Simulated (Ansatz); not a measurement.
**Active spaces for CH₃Cl, singlet**

Program: Ansatz, Gaussian basis, development build. Basis aug-cc-pVDZ on C/H, aug-cc-pV(D+d)Z on Cl, nonrelativistic, 6 orbitals frozen in the corrections. State-specific CASSCF; RHF is the lowest restricted (open-shell) Hartree–Fock solution met. On stretched bonds single-reference methods can fail or change state. No symmetry is imposed, so a solution can break that of the shape. No proof that the lowest CASSCF solution was found.

Geometry. A bond is stretched, to 1.50 times the sum of the covalent radii.

```json
{"atom": "C", "x (Å)": "0.0000", "y (Å)": "0.0000", "z (Å)": "1.7024"}
{"atom": "Cl", "x (Å)": "0.0000", "y (Å)": "0.0000", "z (Å)": "-0.9636"}
{"atom": "H", "x (Å)": "0.0000", "y (Å)": "-1.0293", "z (Å)": "2.0553"}
{"atom": "H", "x (Å)": "0.8914", "y (Å)": "0.5147", "z (Å)": "2.0553"}
{"atom": "H", "x (Å)": "-0.8914", "y (Å)": "0.5147", "z (Å)": "2.0553"}
```

Question: What do CASSCF and its corrections give against RHF in CAS(2,2), and what are the occupations?

Answer: CASSCF -1.222 eV, SC-NEVPT2 -8.776 eV; occupations 1.77, 0.23.

Question: How do single-reference totals in the same basis and frozen core stand against SC-NEVPT2 in CAS(2,2)?

Answer: CCSD(T) -1.212 eV. Coupled cluster stands on the determinant that it favours, which can lie over the RHF solution above, and is in doubt where the occupations are far from 0, 1 and 2.
